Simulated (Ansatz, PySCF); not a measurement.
Species: BF$_{3}$, charge 0, singlet. BF3 (trifluoroborane, SMILES FB(F)F).
B3LYP-D3(BJ)/def2-TZVP minimum from Ansatz (a program for electronic structure):
```xyz
4

B      0.0000     0.0000     0.0000
F      0.0168     1.3152     0.0316
F      1.1308    -0.6724    -0.0050
F     -1.1476    -0.6428    -0.0266
```

Wanted: enthalpy of formation at 298 K (by atomisation, with ideal-gas terms from PySCF's Hessian at B3LYP-D3(BJ)/def2-TZVP and the atoms' measured values of the G2/97 table; no spin-orbit terms), in kJ/mol. Radicals and triplets start from unrestricted determinants; spin-orbit coupling is neglected. CBS(X,Y): correlation extrapolated as X^-3, Hartree-Fock from the larger set (Q,5: extrapolated as (X+1)exp(-9√X)). A bracket is a step between two methods taken in the basis named. The functionals are non-relativistic, so their misses hold any scalar relativity. 'core' is core correlation in cc-pwCVTZ, 'X2C' scalar relativity in cc-pVTZ-DK, both at CCSD(T). For partners of very few electrons the exact lower level stands in for a higher one.

Measured: -271.4 kcal/mol, -1135.5 kJ/mol (G2/97 table in ASE (Curtiss et al.)); atomic spin-orbit terms, which the calculations lack, would raise the computed values.

### Question
How far off this value is PBE/def2-TZVPD (Ansatz), in which direction, and which of these levels come nearer: r2SCAN/def2-TZVPD, PBE0/def2-TZVPD, wB97M-V/def2-TZVPD, CCSD(T)/CBS(cc-pVQZ,cc-pV5Z) + core + X2C?

### Answer
PBE gives -1176.9 kJ/mol, 41.4 kJ/mol below it. Errors of the others: r2SCAN/def2-TZVPD (Ansatz) -6.0; PBE0/def2-TZVPD (Ansatz) 21.0; wB97M-V/def2-TZVPD (Ansatz) 6.5; CCSD(T)/CBS(cc-pVQZ,cc-pV5Z) + core + X2C (Ansatz) 0.2; CCSD(T)/CBS(cc-pVQZ,cc-pV5Z) + [CCSDT(Q) - CCSD(T)]/cc-pVDZ + core + X2C (Ansatz) -2.0 kJ/mol. Nearer than PBE: r2SCAN/def2-TZVPD, PBE0/def2-TZVPD, wB97M-V/def2-TZVPD, CCSD(T)/CBS(cc-pVQZ,cc-pV5Z) + core + X2C, CCSD(T)/CBS(cc-pVQZ,cc-pV5Z) + [CCSDT(Q) - CCSD(T)]/cc-pVDZ + core + X2C.
